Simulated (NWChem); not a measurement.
## Atomisation of methyl formate (C2H4O2)

```xyz
8

C     -1.3881    -0.3066     0.1041
O     -0.0612    -0.8351     0.2593
C      0.9395     0.0265    -0.0143
O      0.8067     1.1756    -0.3698
H     -1.5665     0.0101    -0.9434
H     -2.0780    -1.1231     0.3813
H     -1.5431     0.5713     0.7632
H      1.9150    -0.5014     0.1435
```
Charge 0, spin multiplicity 1.

The numbers come from NWChem runs, not from measurements. The geometry was optimised at PBE/def2-SVP, a minimum by its harmonic frequencies. It is one conformer; others weren't searched.

Basis set: def2-TZVP. The atomisation energy is electronic alone: no zero-point, thermal, spin-orbit or counterpoise terms. No value is extrapolated to the basis-set limit. Free atoms are single determinants with multiplicities C 3, O 3, H 2.

B3LYP has NWChem's definition, with VWN1-RPA local correlation. The stability of the SCF solutions was not checked.

### Question
For the atomisation energy, LDA (SVWN5) gives 920.4 kcal/mol and B3LYP gives 780.3 kcal/mol. What do PBE0, PBE, BLYP give?

### Answer
PBE0: 784.4 kcal/mol; PBE: 810.7 kcal/mol; BLYP: 786.5 kcal/mol.
